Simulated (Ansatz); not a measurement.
We consider hexagonal BN, described by r²SCAN (Ansatz, a first-principles code, plane waves, PAW).

Rigid layers of the crystal as relaxed at this level are moved apart or together:

| run | k mesh | layer repeat (Å) | energy against free layers (meV/Å²) | gap on the mesh (eV) |
|---|---|---|---|---|
| 1 | 18×18×6 | 3.03 | -1.31 | 4.678 |
| 2 | 18×18×6 | 3.18 | -5.19 | 4.739 |
| 3 | 18×18×6 | 3.33 | -6.78 | 4.806 |
| 4 | 18×18×6 | 3.53 | -6.93 | 4.924 |
| 5 | 18×18×6 | 3.83 | -5.45 | 4.863 |
| 6 | 18×18×4 | 4.33 | -2.67 | 4.569 |
| 7 | 18×18×4 | 5.33 | -0.39 | 4.537 |
| 8 | 18×18×4 | 7.33 | 0.00 | 4.879 |

The lowest energy of these points lies at a layer repeat of 3.53 Å.

Note: the cell comes from a level without a dispersion term, which matters for the spacing of layers, chains or molecules.
